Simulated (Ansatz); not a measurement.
NH3F, doublet: from triple and quadruple zeta to the limit

```xyz
5

N    -1.1439   -0.0158   -0.0246
H    -1.4412    0.9520   -0.0246
H    -1.4412   -0.4181    0.8556
H    -0.0329   -0.0158   -0.0246
F     0.9981   -0.0158   -0.0246
```

Connectivity, by distances: NH2 ··· F, 1 bridging H.

Ansatz 0.2.0, UHF determinant, valence electrons correlated. Energies in eV.

```csv
set,X,functions,Hartree–Fock,MP2 correlation,CCSD(T) correlation,time
def2-TZVPP,3,104,-4234.2702,-12.8280,-13.7161,"12 s on 1 × NVIDIA H100 80GB HBM3 with 1 thread of AMD EPYC 7R13 Processor (Zen 3), on a shared host"
def2-QZVPP,4,204,-4234.4854,-13.9455,-14.7689,"11 s on 1 × NVIDIA H100 80GB HBM3 with 1 thread of AMD EPYC 7R13 Processor (Zen 3), on a shared host"
```

Hartree–Fock is taken to follow E(X) = E∞ + A·exp(−7.88·√X), correlation E(X) = E∞ + B·X^−2.97.

Q: Work out the CCSD(T) energy at the limit, and how far the shortcut misses it that extrapolates MP2 and adds CCSD(T) minus MP2 from the smaller set.

A: Hartree–Fock: E∞ = E4 + 0.1377·(E4 − E3) = -4234.5151. Correlation: E∞ = E4 + 0.7407·(E4 − E3) = -15.5488 for CCSD(T) and -14.7733 for MP2. The limit is -4250.0639 eV, 0.809 eV below def2-QZVPP. The shortcut gives a correlation energy of -14.7733 + (-0.8881) = -15.6615, 113 meV lower than the direct value.
